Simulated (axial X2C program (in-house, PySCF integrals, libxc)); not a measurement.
**Worked dissociation energy of LiMg⁻: B3LYP, without spin–orbit coupling**

All values were computed with an in-house all-electron X2C program for linear molecules (integrals from PySCF). Spin-free means the one-electron spin-free X2C Hamiltonian. Basis: Mg dyall-av3z [10s9p6d4f], Li dyall-av3z [9s9p3d] (cores contracted in-house); Gaussian nuclei, density fitting, unrestricted open shells. Masses: Mg 23.985 u, Li 7.016 u.

Molecular state: M_S = 0, Λ = 0 (closed shell).

```
E(Mg) (2M_S = 0, M_L = 0)  : -200.413906 hartree
E(Li-) (2M_S = 0, M_L = 0) : -7.514167 hartree
E(LiMg⁻) at Re             : -207.937607 hartree
ωe                         : 124.4 cm⁻¹
ωexe                       : 2.65 cm⁻¹
```

Problem. Work out De and D0.

Solution. De = -200.413906 + (-7.514167) − (-207.937607) = 0.00953 hartree = 0.259 eV. The zero-point energy is ωe/2 − ωexe/4 = 62 cm⁻¹ = 0.008 eV, so D0 = 0.252 eV.

The state is one determinant whose occupation by symmetry is held fixed; it was picked as the lowest of a PBE0 search that is not exhaustive. Dissociation energies refer to the lowest single-determinant-based atoms at the same level and basis. PBE0 can misorder states that lie within some tenths of an eV, so this need not be the ground state of the molecule. The nearest other spin-free determinant of the search, M_S = 1, Λ = 0, lies 0.34 eV up at the distance of the search. The highest occupied level of some functionals is positive through self-interaction error; at Hartree–Fock it is bound.

Each atomic determinant is the lowest at this level and need not be a pure term. Totals compare only within one Hamiltonian and basis.
